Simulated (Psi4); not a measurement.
# PBE0/def2-TZVP run of SiF2 (SMILES F[Si]F), part 2 of 2

Psi4 1.11. The steps go on from the part before.

## 3. The triplet

job.inp reads:

```
memory 1.6 GB

molecule m {
  0 3
  F
  Si 1 1.601509
  F 2 1.601517 1 100.60967
  symmetry c1
  no_reorient
  no_com
}

set reference uks
set puream true
set e_convergence 1e-09
set d_convergence 1e-08
set scf_type pk
set dft_radial_points 99
set dft_spherical_points 590
set maxiter 100

e, wfn = gradient("pbe0/def2-TZVP", return_wfn=True)
oeprop(wfn, "QUADRUPOLE", "LOWDIN_CHARGES", "MAYER_INDICES", title="PBE0")
```

Started as:

```sh
$ psi4 -i job.inp -o job.out -n 1
```

job.out:

```text
Psi4 1.11 release

gradient() will perform analytic gradient computation.

   => Loading Basis Set <=

    Name: DEF2-TZVP
    Role: ORBITAL
    Keyword: BASIS

         ---------------------------------------------------------
                                   SCF
                              UKS Reference
                        1 Threads,   1525 MiB Core
         ---------------------------------------------------------

  ==> Geometry <==

    Molecular point group: c1
    Full point group: Cs

    Geometry (in Angstrom), charge = 0, multiplicity = 3:

       Center              X                  Y                   Z               Mass
    ------------   -----------------  -----------------  -----------------  -----------------
         F           -0.453303242053     1.225236315659     0.000000000000    18.998403162730
         SI          -0.453303242053    -0.376272684341     0.000000000000    27.976926534650
         F            1.120834686260    -0.671139576232     0.000000000000    18.998403162730

  Running in c1 symmetry.

  Rotational constants: A =      0.99991  B =      0.29216  C =      0.22610 [cm^-1]
  Rotational constants: A =  29976.60620  B =   8758.79695  C =   6778.26963 [MHz]
  Nuclear repulsion =  100.658423604419227

  Charge       = 0
  Multiplicity = 3
  Electrons    = 32
  Nalpha       = 17
  Nbeta        = 15

  ==> Algorithm <==

  SCF Algorithm Type is PK.
  DIIS enabled.
  MOM disabled.
  Fractional occupation disabled.
  Guess Type is SAD.
  Energy threshold   = 1.00e-09
  Density threshold  = 1.00e-08
  Integral threshold = 1.00e-12

  ==> Primary Basis <==

  Basis Set: DEF2-TZVP
    Blend: DEF2-TZVP
    Number of shells: 35
    Number of basis functions: 99
    Number of Cartesian functions: 114
    Spherical Harmonics?: true
    Max angular momentum: 3

  ==> DFT Potential <==

   => LibXC <=

    Version 7.1.2

   => Composite Functional: PBE0 <=

    PBE0 Hyb-GGA Exchange-Correlation Functional

    Deriv               =              1
    GGA                 =           TRUE
    Meta                =          FALSE

    Exchange Hybrid     =           TRUE
    MP2 Hybrid          =          FALSE

   => Exchange Functionals <=

    0.7500   Perdew, Burke & Ernzerhof

   => Exact (HF) Exchange <=

    0.2500               HF

   => Correlation Functionals <=

    1.0000   Perdew, Burke & Ernzerhof

   => LibXC Density Thresholds  <==

    XC_HYB_GGA_XC_PBEH:  1.00E-15

   => Molecular Quadrature <=

    Radial Scheme          =       TREUTLER
    Pruning Scheme         =           NONE
    Nuclear Scheme         =       TREUTLER

    Blocking Scheme        =         OCTREE
    BS radius alpha        =              1
    Pruning alpha          =              1
    Radial Points          =             99
    Spherical Points       =            590
    Total Points           =         169136
    Total Blocks           =           1310
    Max Points             =            256
    Max Functions          =             96
    Weights Tolerance      =       1.00E-15

  ==> Integral Setup <==

  Using in-core PK algorithm.
   Calculation information:
      Number of atoms:                   3
      Number of AO shells:              35
      Number of primitives:             67
      Number of atomic orbitals:       114
      Number of basis functions:        99

      Integral cutoff                 1.00e-12
      Number of threads:                 1

  Performing in-core PK
  Using 24507450 doubles for integral storage.
  We computed 178665 shell quartets total.
  Whereas there are 198765 unique shell quartets.

  ==> DiskJK: Disk-Based J/K Matrices <==

    J tasked:                  Yes
    K tasked:                  Yes
    wK tasked:                  No
    Memory [MiB]:              765
    Schwarz Cutoff:          1E-12

  Cached 100.0% of DFT collocation blocks in 0.370 [GiB].

  Minimum eigenvalue in the overlap matrix is 4.5132755412E-03.
  Reciprocal condition number of the overlap matrix is 1.0377090140E-03.
    Using symmetric orthogonalization.

  ==> Pre-Iterations <==

  SCF Guess: Superposition of Atomic Densities via on-the-fly atomic UHF (no occupation information).

   -------------------------
    Irrep   Nso     Nmo
   -------------------------
     A         99      99
   -------------------------
    Total      99      99
   -------------------------

  ==> Iterations <==

                        Total Energy        Delta E     RMS |[F,P]|

   @UKS iter SAD:  -488.48226160390641   -4.88482e+02   0.00000e+00
   @UKS iter   1:  -488.85271755603594   -3.70456e-01   5.69492e-03 DIIS/ADIIS
   @UKS iter   2:  -488.69427142330528    1.58446e-01   9.15953e-03 DIIS/ADIIS
   @UKS iter   3:  -488.94628527124979   -2.52014e-01   7.46522e-04 DIIS/ADIIS
   @UKS iter   4:  -488.94759485285749   -1.30958e-03   7.25056e-05 DIIS
   @UKS iter   5:  -488.94763766423620   -4.28114e-05   1.20506e-05 DIIS
   @UKS iter   6:  -488.94763923224303   -1.56801e-06   4.55832e-06 DIIS
   @UKS iter   7:  -488.94763937045235   -1.38209e-07   1.26102e-06 DIIS
   @UKS iter   8:  -488.94763938390901   -1.34567e-08   3.45040e-07 DIIS
   @UKS iter   9:  -488.94763938448273   -5.73721e-10   2.32558e-07 DIIS
   @UKS iter  10:  -488.94763938464348   -1.60753e-10   5.46769e-08 DIIS
   @UKS iter  11:  -488.94763938465780   -1.43245e-11   8.95030e-09 DIIS
  Energy and wave function converged.

  ==> Post-Iterations <==

   Electrons on quadrature grid:
      Nalpha   =   16.9999993325 ; deviation = -6.675e-07
      Nbeta    =   14.9999993079 ; deviation = -6.921e-07
      Ntotal   =   31.9999986405 ; deviation = -1.360e-06

   @Spin Contamination Metric:   1.449506017E-03
   @S^2 Expected:                2.000000000E+00
   @S^2 Observed:                2.001449506E+00
   @S   Expected:                1.000000000E+00
   @S   Observed:                1.000000000E+00

    Orbital Energies [Eh]
    ---------------------

    Alpha Occupied:

       1A    -66.351021     2A    -24.788941     3A    -24.788936
       4A     -5.423578     5A     -3.758881     6A     -3.758835
       7A     -3.756857     8A     -1.255950     9A     -1.234845
      10A     -0.604355    11A     -0.533852    12A     -0.503131
      13A     -0.499998    14A     -0.470433    15A     -0.450099
      16A     -0.374102    17A     -0.193502

    Alpha Virtual:

      18A     -0.019710    19A      0.016843    20A      0.148742
      21A      0.165487    22A      0.199498    23A      0.199876
      24A      0.229659    25A      0.240036    26A      0.314667
      27A      0.350844    28A      0.380644    29A      0.555244
      30A      0.613965    31A      0.629208    32A      0.639968
      33A      0.657837    34A      0.698204    35A      0.898604
      36A      0.900284    37A      0.903780    38A      0.917916
      39A      0.928470    40A      0.934646    41A      0.936472
      42A      0.973731    43A      1.029110    44A      1.029641
      45A      1.058153    46A      1.120803    47A      1.204904
      48A      1.245686    49A      1.260112    50A      1.352694
      51A      1.584177    52A      1.953501    53A      2.012971
      54A      2.037597    55A      2.129779    56A      2.391134
      57A      2.413417    58A      2.438045    59A      2.509681
      60A      2.571038    61A      2.614649    62A      3.249601
      63A      3.249864    64A      3.272818    65A      3.299991
      66A      3.579234    67A      3.702148    68A      3.951702
      69A      3.999207    70A      5.931311    71A      6.116162
      72A      6.216517    73A      6.832419    74A      6.838205
      75A      6.854374    76A      6.856305    77A      6.859298
      78A      6.861796    79A      6.867884    80A      6.881782
      81A      6.888285    82A      6.891579    83A      6.916804
      84A      6.917559    85A      7.018572    86A      7.176713
      87A      8.256146    88A      8.297447    89A      8.298229
      90A      8.340157    91A      8.525500    92A      8.537594
      93A      8.550171    94A      8.608654    95A      8.667457
      96A      8.822936    97A     10.695742    98A     56.886995
      99A     56.942566

    Beta Occupied:

       1A    -66.342957     2A    -24.783586     3A    -24.783579
       4A     -5.412262     5A     -3.750311     6A     -3.747077
       7A     -3.740877     8A     -1.243570     9A     -1.222397
      10A     -0.577262    11A     -0.514128    12A     -0.490292
      13A     -0.481241    14A     -0.455302    15A     -0.445222

    Beta Virtual:

      16A     -0.189938    17A     -0.022228    18A      0.029762
      19A      0.067322    20A      0.200600    21A      0.219748
      22A      0.230211    23A      0.243754    24A      0.294888
      25A      0.298486    26A      0.347862    27A      0.390812
      28A      0.403286    29A      0.563824    30A      0.633528
      31A      0.635101    32A      0.651268    33A      0.668520
      34A      0.705914    35A      0.933444    36A      0.933564
      37A      0.950170    38A      0.950303    39A      0.950354
      40A      0.969296    41A      0.984565    42A      0.997632
      43A      1.072471    44A      1.091225    45A      1.137365
      46A      1.178276    47A      1.256403    48A      1.285549
      49A      1.290919    50A      1.399000    51A      1.619982
      52A      1.957634    53A      2.018028    54A      2.046571
      55A      2.140223    56A      2.405754    57A      2.427996
      58A      2.455491    59A      2.516436    60A      2.580394
      61A      2.622869    62A      3.260382    63A      3.260733
      64A      3.279484    65A      3.305627    66A      3.589201
      67A      3.712104    68A      3.961930    69A      4.008887
      70A      5.966044    71A      6.138557    72A      6.228225
      73A      6.838825    74A      6.843559    75A      6.862397
      76A      6.862830    77A      6.864726    78A      6.867612
      79A      6.873187    80A      6.890171    81A      6.895444
      82A      6.899692    83A      6.923610    84A      6.927840
      85A      7.029468    86A      7.188342    87A      8.265476
      88A      8.306300    89A      8.309219    90A      8.350905
      91A      8.538236    92A      8.551963    93A      8.565959
      94A      8.623220    95A      8.676711    96A      8.836749
      97A     10.715424    98A     56.891866    99A     56.947403

    Final Occupation by Irrep:
              A
    DOCC [    15 ]
    SOCC [     2 ]
    NA   [    17 ]
    NB   [    15 ]

  @UKS Final Energy:  -488.94763938465780

   => Energetics <=

    Nuclear Repulsion Energy =            100.6584236044192266
    One-Electron Energy =                -880.1289926851213750
    Two-Electron Energy =                 321.9923576951487121
    DFT Exchange-Correlation Energy =     -31.4694279991043828
    Empirical Dispersion Energy =           0.0000000000000000
    VV10 Nonlocal Energy =                  0.0000000000000000
    Total Energy =                       -488.9476393846578048

  UHF NO Occupations:
  HONO-2 :   15  A 1.9996656
  HONO-1 :   16  A 1.0000000
  HONO-0 :   17  A 1.0000000
  LUNO+0 :   18  A 0.0003344
  LUNO+1 :   19  A 0.0001637
  LUNO+2 :   20  A 0.0000869
  LUNO+3 :   21  A 0.0000664

Computation Completed

Properties will be evaluated at   0.000000,   0.000000,   0.000000 [a0]

Properties computed using the SCF density matrix

 Multipole Moments:

 ------------------------------------------------------------------------------------
     Multipole            Electronic (a.u.)      Nuclear  (a.u.)        Total (a.u.)
 ------------------------------------------------------------------------------------

 L = 1.  Multiply by 2.5417464519 to convert [e a0] to [Debye]
 Dipole X            :          0.0800107           -0.6396012           -0.5595906
 Dipole Y            :          0.0664272           -0.5309127           -0.4644855
 Dipole Z            :         -0.0000000            0.0000000           -0.0000000
 Magnitude           :                                                    0.7272471

 ------------------------------------------------------------------------------------

	total time  =          8 seconds =       0.13 minutes

         ------------------------------------------------------------
                                   SCF GRAD
         ------------------------------------------------------------

  ==> Geometry <==

    Molecular point group: c1
    Full point group: Cs

    Geometry (in Angstrom), charge = 0, multiplicity = 3:

       Center              X                  Y                   Z               Mass
    ------------   -----------------  -----------------  -----------------  -----------------
         F           -0.453303242053     1.225236315659     0.000000000000    18.998403162730
         SI          -0.453303242053    -0.376272684341     0.000000000000    27.976926534650
         F            1.120834686260    -0.671139576232     0.000000000000    18.998403162730

  Nuclear repulsion =  100.658423604419227

  ==> Basis Set <==

  Basis Set: DEF2-TZVP
    Blend: DEF2-TZVP
    Number of shells: 35
    Number of basis functions: 99
    Number of Cartesian functions: 114
    Spherical Harmonics?: true
    Max angular momentum: 3

  ==> DirectJKGrad: Integral-Direct SCF Gradients <==

    Gradient:                    1
    J tasked:                  Yes
    K tasked:                  Yes
    wK tasked:                  No
    Integrals threads:           1
    Schwarz Cutoff:          1E-12

  ==> DFT Potential <==

   => LibXC <=

    Version 7.1.2

   => Composite Functional: PBE0 <=

    PBE0 Hyb-GGA Exchange-Correlation Functional

    Deriv               =              1
    GGA                 =           TRUE
    Meta                =          FALSE

    Exchange Hybrid     =           TRUE
    MP2 Hybrid          =          FALSE

   => Exchange Functionals <=

    0.7500   Perdew, Burke & Ernzerhof

   => Exact (HF) Exchange <=

    0.2500               HF

   => Correlation Functionals <=

    1.0000   Perdew, Burke & Ernzerhof

   => LibXC Density Thresholds  <==

    XC_HYB_GGA_XC_PBEH:  1.00E-15

   => Molecular Quadrature <=

    Radial Scheme          =       TREUTLER
    Pruning Scheme         =           NONE
    Nuclear Scheme         =       TREUTLER

    Blocking Scheme        =         OCTREE
    BS radius alpha        =              1
    Pruning alpha          =              1
    Radial Points          =             99
    Spherical Points       =            590
    Total Points           =         169136
    Total Blocks           =           1310
    Max Points             =            256
    Max Functions          =             96
    Weights Tolerance      =       1.00E-15

  -Total Gradient:
     Atom            X                  Y                   Z
    ------   -----------------  -----------------  -----------------
       1        0.013805818964    -0.000102114522     0.000000000000
       2       -0.016146823965    -0.013398155549     0.000000000000
       3        0.002446277876     0.013587632694     0.000000000000

	total time  =          4 seconds =       0.07 minutes

Properties will be evaluated at   0.000000,   0.000000,   0.000000 [a0]

Properties computed using the PBE0 density matrix

 Multipole Moments:

 ------------------------------------------------------------------------------------
     Multipole            Electronic (a.u.)      Nuclear  (a.u.)        Total (a.u.)
 ------------------------------------------------------------------------------------

 L = 1.  Multiply by 2.5417464519 to convert [e a0] to [Debye]
 Dipole X            :          0.0800107           -0.6396012           -0.5595906
 Dipole Y            :          0.0664272           -0.5309127           -0.4644855
 Dipole Z            :         -0.0000000            0.0000000           -0.0000000
 Magnitude           :                                                    0.7272471

 L = 2.  Multiply by 1.3450342976 to convert [e a0^2] to [Debye ang]
 Quadrupole XX       :        -73.6977014           57.2533169          -16.4443845
 Quadrupole XY       :         34.7172096          -33.4995957            1.2176139
 Quadrupole XZ       :          0.0000000            0.0000000            0.0000000
 Quadrupole YY       :        -86.7035207           69.8029868          -16.9005339
 Quadrupole YZ       :          0.0000000            0.0000000            0.0000000
 Quadrupole ZZ       :        -17.0969039            0.0000000          -17.0969039
 Traceless XX        :        -14.5316594           14.9012157            0.3695563
 Traceless YY        :        -27.5374787           27.4508856           -0.0865931
 Traceless ZZ        :         42.0691381          -42.3521012           -0.2829631

 ------------------------------------------------------------------------------------
  Lowdin Charges: (a.u.)
   Center  Symbol    Alpha    Beta     Spin     Total
       1     F     4.55941  4.43622  0.12319  0.00437
       2    SI     7.88118  6.12755  1.75363 -0.00873
       3     F     4.55941  4.43623  0.12319  0.00436

  Total alpha = 17.00000, Total beta = 15.00000, Total charge = -0.00000

  Mayer Bond Indices:

  Total Bond Index:
  Irrep: 1 Size: 3 x 3

                 1                   2                   3

    1     0.00000000000000     1.14049473861970     0.00088080504006
    2     1.14049473861970     0.00000000000000     1.14048764317117
    3     0.00088080504006     1.14048764317117     0.00000000000000

  Alpha Contribution:
  Irrep: 1 Size: 3 x 3

                 1                   2                   3

    1     0.00000000000000     0.48468249233579    -0.00260285155443
    2     0.48468249233579     0.00000000000000     0.48467852446650
    3    -0.00260285155443     0.48467852446650     0.00000000000000

  Beta Contribution:
  Irrep: 1 Size: 3 x 3

                 1                   2                   3

    1     0.00000000000000     0.65581224628391     0.00348365659449
    2     0.65581224628391     0.00000000000000     0.65580911870467
    3     0.00348365659449     0.65580911870467     0.00000000000000

  Atomic Valences:

 #  #
 Irrep: 1
      1:    1.141375543659765
      2:    2.280982381790869
      3:    1.141368448211231

    Psi4 run time: 0:00:12.20
```

Wall time 13 s (1 thread of Intel Xeon 6975P-C (Granite Rapids), shared host); peak memory 0.79 GiB.

## 4. Summary of results

The summary covers parts 1 to 2.

At PBE0/def2-TZVP:

```
                                        quantity          value
                           singlet: total energy  -489.06016 Eh
                          singlet: dipole moment         1.09 D
                            singlet: HOMO energy       -8.30 eV
                            singlet: LUMO energy       -2.13 eV
                          singlet: HOMO–LUMO gap        6.17 eV
               singlet: largest force on an atom     0.005 eV/Å
                           triplet: total energy  -488.94764 Eh
                          triplet: dipole moment         1.85 D
     triplet: HOMO energy (highest over α and β)       -5.27 eV
      triplet: LUMO energy (lowest over α and β)       -5.17 eV
                                   triplet: ⟨S²⟩          2.001
               triplet: largest force on an atom     1.079 eV/Å
vertical energy of the triplet above the singlet       3.062 eV
```

At this shape the triplet lies 3.06 eV (71 kcal/mol) above the singlet.
